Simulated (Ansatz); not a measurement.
Input file:

```yaml
crystal:
  periodic: [false, false, false]
  atoms:
    - {symbol: Si, position_ang: [0.000000, -0.125497, 1.273837]}
    - {symbol: Mg, position_ang: [0.000000, -0.023720, -1.395115]}
    - {symbol: H, position_ang: [0.000000, 4.091482, 1.260370]}
    - {symbol: H, position_ang: [0.000000, -0.022638, -3.113730]}
basis:
  gaussian: {orbitals: 6-31G}
magnetization: {spin_polarized: true, initial_magnetization: 0}
correlation: {method: ccsdt_q, electrons: outside_noble_gas}
```

```sh
$ ansatz run in.yaml --threads 1 --pin off --events-out ev --progress --plain --max-ram 2393MiB
```

Log:

```
596 factors; integrals over basis functions are off by at most 1.6e-7 eV
mean field evaluation 1: about -13312.3693 eV, gradient 1.2e1 eV
mean field evaluation 2: about -13312.4010 eV, gradient 1.2e1 eV
mean field evaluation 4: about -13315.7425 eV, gradient 4.7e0 eV
mean field evaluation 8: about -13316.2198 eV, gradient 8.5e-2 eV
mean field evaluation 16: about -13316.2987 eV, gradient 4.7e-1 eV
mean field evaluation 32: about -13319.6192 eV, gradient 7.0e-3 eV
mean field evaluation 64: about -13319.6192 eV, gradient 4.4e-3 eV
mean field evaluation 96: about -13316.2200 eV, gradient 2.4e-3 eV
mean field evaluation 128: about -13319.1125 eV, gradient 7.4e-1 eV
mean field evaluation 160: about -13319.4660 eV, gradient 6.6e-6 eV
...
mean field -13319.61925116 eV, -489.4869791178 hartree, gradient 2.5e-6 eV, S^2 1.595554; 36 other end points of the search recorded, 0 dependent functions left out
determinant -13319.61925116 eV, -489.4869791178 hartree, with singles and doubles -13321.25649578 eV, -489.5471467479 hartree
determinant -13319.61375343 eV, -489.4867770802 hartree, with singles and doubles -13321.24847294 eV, -489.5468519140 hartree
determinant -13319.61241870 eV, -489.4867280295 hartree, with singles and doubles -13321.24879412 eV, -489.5468637170 hartree
determinant -13319.46218843 eV, -489.4812071692 hartree, with singles and doubles -13321.22406763 eV, -489.5459550356 hartree
determinant -13319.46217427 eV, -489.4812066486 hartree, with singles and doubles -13321.22404132 eV, -489.5459540686 hartree
determinant -13319.24295172 eV, -489.4731503684 hartree, with singles and doubles -13321.00855927 eV, -489.5380352492 hartree
determinant -13319.14987779 eV, -489.4697299649 hartree, with singles and doubles -13321.07429389 eV, -489.5404509519 hartree
determinant -13319.12638568 eV, -489.4688666456 hartree, with singles and doubles -13321.05234753 eV, -489.5396444381 hartree
determinant -13318.22178361 eV, -489.4356231328 hartree, with singles and doubles -13320.00754199 eV, -489.5012485429 hartree
determinant -13318.20783168 eV, -489.4351104089 hartree, with singles and doubles -13319.99575640 eV, -489.5008154302 hartree
determinant -13318.20779967 eV, -489.4351092322 hartree, with singles and doubles -13319.99573420 eV, -489.5008146145 hartree
determinant -13316.24641686 eV, -489.3630297437 hartree, with singles and doubles -13317.90571134 eV, -489.4240076912 hartree
determinant -13319.61925116 eV, -489.4869791178 hartree, with singles and doubles -13321.29989720 eV, -489.5487417208 hartree
determinant -13319.61375343 eV, -489.4867770802 hartree, with singles and doubles -13321.29150150 eV, -489.5484331843 hartree
determinant -13319.61241870 eV, -489.4867280295 hartree, with singles and doubles -13321.29264621 eV, -489.5484752519 hartree
determinant -13319.46218843 eV, -489.4812071692 hartree, with singles and doubles -13321.22407629 eV, -489.5459553538 hartree
determinant -13319.46217427 eV, -489.4812066486 hartree, with singles and doubles -13321.22408506 eV, -489.5459556759 hartree
determinant -13319.24295172 eV, -489.4731503684 hartree, with singles and doubles -13321.10340768 eV, -489.5415208639 hartree
determinant -13319.14987779 eV, -489.4697299649 hartree, with singles and doubles -13321.18879408 eV, -489.5446587563 hartree
determinant -13319.12638568 eV, -489.4688666456 hartree, with singles and doubles -13321.18221100 eV, -489.5444168326 hartree
determinant -13319.46601330 eV, -489.4813477304 hartree, with singles and doubles -13321.23095341 eV, -489.5462080830 hartree
determinant -13319.46601330 eV, -489.4813477304 hartree, with singles and doubles -13321.23256910 eV, -489.5462674587 hartree
determinant -13316.21998979 eV, -489.3620585666 hartree, with singles and doubles -13320.39092269 eV, -489.5153375236 hartree
10 core orbitals not correlated: weight in the atoms' cores, before any rotation towards them, 1.000 or more for the frozen orbitals, at most 0.000 for the correlated occupied ones
reference -13319.61925116 eV, -489.4869791178 hartree; 4, 4 occupied and 16, 16 virtual orbitals, 596 factors
second order -1.05017954 eV of doubles, -0.00000000 eV of singles
...
the amplitudes didn't converge, or were refused; trying again from the screening CCSD amplitudes
...
cycle 290  -1.67249333 eV  change   -5.9e-6 eV  update   1.4e-5
cycle 291  -1.67250532 eV  change   -1.2e-5 eV  update   1.3e-5
cycle 292  -1.67252558 eV  change   -2.0e-5 eV  update   1.1e-5
cycle 293  -1.67255028 eV  change   -2.5e-5 eV  update   8.6e-6
cycle 294  -1.67255914 eV  change   -8.9e-6 eV  update   7.5e-6
cycle 295  -1.67256463 eV  change   -5.5e-6 eV  update   7.1e-6
cycle 296  -1.67258391 eV  change   -1.9e-5 eV  update   7.0e-6
cycle 297  -1.67260997 eV  change   -2.6e-5 eV  update   6.7e-6
cycle 298  -1.67261156 eV  change   -1.6e-6 eV  update   9.3e-6
cycle 299  -1.67261397 eV  change   -2.4e-6 eV  update   1.0e-5
Error: not converged in 300 cycles: update norm 7.236e-5, energy change -6.047e-5 eV, smallest ratio of the change in the update to the step in singles and doubles: 5.6e-4
```

The run gave no result to rely on (not converged).

Ran on 1 thread of Arm Neoverse V1, shared host: 61 s wall, 0.11 GiB peak host memory.
